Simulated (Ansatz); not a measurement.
# MgNaH (singlet): from Hartree-Fock to the top rungs at distance Mg2–H3 = 2.150 Å, cc-pVTZ

The task here is to estimate one member of a computed series from the others.

Program: Ansatz 0.2.0, Gaussian basis. Level of theory: cc-pVTZ, core rule «outside noble gas», up to 10 orbitals frozen. These are calculated values, not measurements.

To be run: UHF; CCSD(T) on RHF; BCCD(T) on RHF; CCSDT(Q) on RHF; Full CI.

42 further runs of the same task are left out: 22 for a known fault of the program, 13 that didn't finish, 7 set aside as unsound or not needed.

### The geometry

The geometry derives from a PBE0/def2-TZVP stationary point (not a proven minimum). One bond is set to the value named and the two fragments are kept rigid.

3 atoms, charge 0, spin multiplicity 1.

Atoms are counted from 1 here; the program's logs count them from 0.

Bond lengths: Na1–Mg2 3.016 Å, Mg2–H3 2.150 Å. Angles: Na1–Mg2–H3 180.0°.

Set-up of the first run:

in.yaml reads:

```yaml
crystal:
  periodic: [false, false, false]
  atoms:
    - {symbol: Na, position_ang: [0.000000, 0.000000, 2.727400]}
    - {symbol: Mg, position_ang: [0.000000, 0.000000, -0.288700]}
    - {symbol: H, position_ang: [0.000000, 0.000000, -2.438700]}
basis:
  gaussian: {orbitals: cc-pVTZ}
magnetization: {spin_polarized: true, initial_magnetization: 0}
hamiltonian: {xc: hf}
output: {orbitals: {seedname: orbitals}}
```

Run with:

```bash
$ ansatz run in.yaml --threads 1 --pin off --events-out ev --progress --plain --max-ram 2393MiB
```

Among the steps run: UHF; CCSD(T) on RHF; BCCD(T) on RHF; CCSDT(Q) on RHF; Full CI.

One of the session's tables, all rows but one given; the rest of the session is left out.

```
   method  from FCI (kJ/mol)
      RHF             +191.1
     RMP2              +52.1
    RCCSD               +4.2
 RCCSD(T)               +1.1
  BCCD(T)               +1.1
   RCCSDT                  ?
RCCSDT(Q)                0.0
      FCI                  0
```

Q: Estimate the row for RCCSDT from the others.

As computed: from FCI (kJ/mol): +0.2. In the column «from FCI (kJ/mol)» it lies between FCI (0) and RCCSD(T) (+1.1).
